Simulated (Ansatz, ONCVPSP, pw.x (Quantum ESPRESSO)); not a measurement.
**zirconium (Zr): one change to the ONCV potential, in the atom and in the diamond crystal**

* Element: Zr (Z = 40)
* Generator: ONCVPSP 4.0.1.1 (patched build)
* Type: optimised norm-conserving Vanderbilt (ONCV)
* Functional: PBEsol
* Relativity: scalar-relativistic
* Frozen core: [Kr]
* Valence charge: 4
* Reference configuration: 4d2 5s2
* Partial waves: 5s: rc 3.45 bohr, ncon 4, nbas 8, qcut 2.3 1/bohr, 3 projectors, debl 2.7 Ha; p scattering state at 0.1 Ha: rc 2.85 bohr, ncon 5, nbas 9, qcut 2.6 1/bohr, 2 projectors, debl 4 Ha; 4d: rc 2.55 bohr, ncon 3, nbas 8, qcut 6.8 1/bohr, 2 projectors, debl 2.9 Ha
* Local potential: polynomial inside 1.95 bohr (lpopt 5, dvloc0 -1 Ha)
* Core correction: Teter function, fcfact 5.75, rcfact 1.1

In the p channel the program set the typed energies aside and used 0.050, 4.050 Ha.

Change: core correction Teter function, fcfact 5.75, rcfact 1.44.

Cutoffs, loose and tight: the cutoffs (Ha) at which the residual kinetic energy of the hardest occupied pseudo-wave falls to 1 and 0.1 mHa per electron. They do not see the model core or the augmentation charge, which bear on the density cutoff. Test errors are all-electron minus pseudo excitation energies from the reference, over the configurations 4d2 5s1; 4d2 5s0; 4d1 5s0; 4d2 5s0 5p2; variants that change the core or the reference have their own tests.

Crystal test: diamond Zr in pw.x 7.5, no spin, 8³ k-points, Fermi–Dirac smearing 0.01 Ry, cutoffs set for each file from its atomic test. The reference is all-electron LAPW (Ansatz 0.2.0) with the same functional, mesh and smearing; V0 and B0 come from Birch–Murnaghan fits to the pressures at five volumes. Errors are pseudo minus all-electron; Δ is the rms difference of the E(V) curves that follow from these fits, minima aligned, over ±6 % about the mean V0. Mesh and smearing are coarse, so the numbers serve the comparison and aren't converged zero-temperature values; the lattice is a test structure that the element need not adopt.

All-electron: a0 = 6.153 Å (V0 = 29.13 Å³/atom), B0 = 36.7 GPa.

Problem. Does the change bring the crystal closer to the all-electron result?

Solution. The mean pressure error goes from -3.06 to -4.15 GPa, so the change moves the solid further from the all-electron pressures. Neither pressure curve crosses zero within the volumes sampled, so no fits are given.

```tsv
quantity	base	changed
outcome (atom)	generated, projector energies reset by the program	generated, projector energies reset by the program
cutoff, loose (atom)	13 Ha	13 Ha
cutoff, tight (atom)	15 Ha	15 Ha
bound ghosts (atom)	none	none
largest test error (meV) (atom)	+23	-615
cutoffs in pw.x (Ry)	50/200	50/200
mean pressure error (GPa)	-3.06	-4.15
```

Base: The largest radius (3.45 bohr) exceeds half the bond length (2.52 bohr), so the spheres overlap, which is one possible source of error among others. This is a poor potential for the solid. The atomic tests give no hint of an error of this size, and its cause was not traced. The cutoffs count occupied waves only; projector 2 of the p channel, the hardest unoccupied one, needs 41 Ha at the loose tolerance. Changed file: The largest radius (3.45 bohr) exceeds half the bond length (2.52 bohr), so the spheres overlap, which is one possible source of error among others. This is a poor potential for the solid. The cutoffs count occupied waves only; projector 2 of the p channel, the hardest unoccupied one, needs 41 Ha at the loose tolerance.
